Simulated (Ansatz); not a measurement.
Ansatz (a quantum-chemistry and plane-wave program) input (B3LYP-D3(BJ)/def2-TZVP):

Ansatz 0.2 input:
```yaml
crystal:
  periodic: [false, false, false]
  atoms:
    - {symbol: F, position_ang: [-0.00000000, -0.00000000, -0.64654644]}
    - {symbol: F, position_ang: [0.00000000, 0.00000000, 0.64654644]}
basis:
  gaussian:
    orbitals: def2-TZVP
hamiltonian:
  xc: b3lyp
  dispersion: d3bj
total_charge: 1
magnetization: {spin_polarized: true, initial_magnetization: 1}
phonons: {temperatures: {t_min: 298.15, t_max: 298.15, t_step: 100}}
```

Output:

```
Functional definition: B3LYP
integrals: 0.01 GiB planned
312 factors; their error is unknown
mean field: 0.13 GiB planned
mean field evaluation 1: about -5414.4438 eV, gradient 2.4e1 eV
mean field evaluation 2: about -5415.0724 eV, gradient 1.7e1 eV
mean field evaluation 4: about -5415.7293 eV, gradient 2.9e-1 eV
mean field evaluation 8: about -5415.7518 eV, gradient 1.6e-3 eV
mean field evaluation 16: about -5415.7518 eV, gradient 5.0e-5 eV
mean field -5415.75178940 eV, -199.0252073321 hartree, gradient 5.0e-5 eV, S^2 0.752984; 0 other end points of the search recorded, 0 dependent functions left out
the calculation of the forces begins
reference -5415.75189502 eV, -199.0252112134 hartree; 9, 8 occupied and 53, 54 virtual orbitals, 312 factors
these checks for a lower state are left out or cut short: stability, starts, cluster_reference, orbital_swaps, neighbouring_geometries, increment
integrals: 0.01 GiB planned
312 factors; their error is unknown
mean field: 0.13 GiB planned
mean field -5415.75178940 eV, -199.0252073321 hartree, gradient 2.3e-6 eV, S^2 0.752984; 0 other end points of the search recorded, 0 dependent functions left out
the calculation of the forces begins
reference -5415.75189502 eV, -199.0252112134 hartree; 9, 8 occupied and 53, 54 virtual orbitals, 312 factors
these checks for a lower state are left out or cut short: stability, starts, cluster_reference, orbital_swaps, neighbouring_geometries, increment
integrals: 0.01 GiB planned
312 factors; their error is unknown
mean field: 0.13 GiB planned
mean field evaluation 32: about -5415.7518 eV, gradient 2.3e-6 eV
mean field -5415.75178940 eV, -199.0252073321 hartree, gradient 2.3e-6 eV, S^2 0.752984; 0 other end points of the search recorded, 0 dependent functions left out
the calculation of the forces begins
reference -5415.75189502 eV, -199.0252112134 hartree; 9, 8 occupied and 53, 54 virtual orbitals, 312 factors
these checks for a lower state are left out or cut short: stability, starts, cluster_reference, orbital_swaps, neighbouring_geometries, increment
integrals: 0.01 GiB planned
312 factors; their error is unknown
mean field: 0.13 GiB planned
mean field -5415.75178940 eV, -199.0252073321 hartree, gradient 2.2e-6 eV, S^2 0.752984; 0 other end points of the search recorded, 0 dependent functions left out
the calculation of the forces begins
reference -5415.75189502 eV, -199.0252112134 hartree; 9, 8 occupied and 53, 54 virtual orbitals, 312 factors
these checks for a lower state are left out or cut short: stability, starts, cluster_reference, orbital_swaps, neighbouring_geometries, increment
integrals: 0.01 GiB planned
312 factors; their error is unknown
mean field: 0.13 GiB planned
mean field -5415.75178940 eV, -199.0252073321 hartree, gradient 2.2e-6 eV, S^2 0.752984; 0 other end points of the search recorded, 0 dependent functions left out
the calculation of the forces begins
reference -5415.75189502 eV, -199.0252112134 hartree; 9, 8 occupied and 53, 54 virtual orbitals, 312 factors
these checks for a lower state are left out or cut short: stability, starts, cluster_reference, orbital_swaps, neighbouring_geometries, increment
integrals: 0.01 GiB planned
312 factors; their error is unknown
mean field: 0.13 GiB planned
mean field -5415.75162199 eV, -199.0252011797 hartree, gradient 2.3e-6 eV, S^2 0.752979; 0 other end points of the search recorded, 0 dependent functions left out
the calculation of the forces begins
reference -5415.75172755 eV, -199.0252050590 hartree; 9, 8 occupied and 53, 54 virtual orbitals, 312 factors
these checks for a lower state are left out or cut short: stability, starts, cluster_reference, orbital_swaps, neighbouring_geometries, increment
integrals: 0.01 GiB planned
312 factors; their error is unknown
mean field: 0.13 GiB planned
mean field evaluation 64: about -5415.7516 eV, gradient 2.1e-6 eV
mean field -5415.75162413 eV, -199.0252012583 hartree, gradient 2.1e-6 eV, S^2 0.752989; 0 other end points of the search recorded, 0 dependent functions left out
the calculation of the forces begins
reference -5415.75172980 eV, -199.0252051416 hartree; 9, 8 occupied and 53, 54 virtual orbitals, 312 factors
Total energy: -5415.75940534 eV, -199.0254872126 hartree
Atom 0 at    -0.000000    -0.000000    -0.646546 Å, force     0.000000    -0.000000    -0.000015 eV/Å
Atom 1 at     0.000000     0.000000     0.646546 Å, force    -0.000000     0.000000     0.000015 eV/Å
Dipole moment:     0.000000    -0.000000    -0.000000 e Å
Vibrations: 1234.44 cm⁻¹, zero-point energy 0.076526 eV
```
